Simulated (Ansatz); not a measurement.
Geometry optimisation, RKS r2SCAN/STO-3G in Ansatz 0.2.0.

Input:

```yaml
crystal:
  periodic: [false, false, false]
  atoms:
    - { symbol: F, position_ang: [-0.0301, 0.0076, -2.8954] }
    - { symbol: H, position_ang: [0.3376, -0.0184, -3.7545] }
    - { symbol: C, position_ang: [0.8452, -0.5341, 0.8257] }
    - { symbol: C, position_ang: [-0.2694, 0.1291, 0.5402] }
    - { symbol: C, position_ang: [-1.1152, 0.655, 1.5383] }
    - { symbol: "N", position_ang: [-1.8118, 1.0945, 2.3365] }
    - { symbol: H, position_ang: [1.1628, -0.7035, 1.8423] }
    - { symbol: H, position_ang: [1.4729, -0.9292, 0.0454] }
    - { symbol: H, position_ang: [-0.5919, 0.2989, -0.4785] }
basis:
  gaussian: { orbitals: STO-3G }
hamiltonian:
  xc: r2scan
relax:
  f_tol: 0.02
  max_steps: 40
scf:
  lower_state_search: "off"
output:
  orbitals: {}
```

Launched with:

```bash
$ ansatz run input.yaml --threads 1 --pin off --max-ram 2048MiB --backend cpu --events-out ev --progress --plain --runs-dir out
```

Where does it end, and by what steps?

The forces met the threshold. The force dipped under the threshold on the way, but the program's further checks kept it going. Limits of this set-up: minimal basis. After 39 steps the energy has fallen by 0.743 eV; H2 moved furthest, 1.84 Å.

| step | energy less start (eV) | largest force component (eV/Å) | accepted |
| --- | --- | --- | --- |
| 0 | 0.0000 | 5.566 | yes |
| 2 | -0.4158 | 1.580 | yes |
| 4 | -0.5194 | 0.889 | yes |
| 6 | -0.6737 | 0.650 | yes |
| 8 | -0.7052 | 0.422 | yes |
| 10 | -0.7189 | 0.344 | yes |
| 12 | -0.7320 | 0.306 | yes |
| 14 | -0.7351 | 0.060 | yes |
| 16 | -0.6911 | 2.000 | no |
| 18 | -0.7360 | 0.108 | no |
| 20 | -0.7376 | 0.167 | yes |
| 22 | -0.7384 | 0.057 | yes |
| 24 | -0.7395 | 0.166 | yes |
| 26 | -0.7403 | 0.044 | yes |
| 28 | -0.7408 | 0.244 | no |
| 30 | -0.7415 | 0.073 | yes |
| 32 | -0.7424 | 0.006 | yes |
| 34 | -0.7428 | 0.036 | yes |
| 36 | -0.7414 | 0.333 | no |
| 38 | -0.7430 | 0.024 | yes |
| 39 | -0.7431 | 0.001 | yes |

```xyz
9
Properties=species:S:1:pos:R:3
F -0.138 0.032 -2.451
H -0.899 0.653 -2.569
C 1.006 -0.705 0.901
C 0.041 -0.034 0.242
C -0.986 0.717 0.942
N -1.856 1.353 1.479
H 1.072 -0.724 1.996
H 1.773 -1.266 0.352
H -0.013 -0.025 -0.891
```

Whether the end is a true minimum wasn't checked by a vibrational analysis.

The run took 2.3 min on 1 thread of AMD EPYC (Zen 3), with other jobs on the host, peak memory 0.13 GiB.
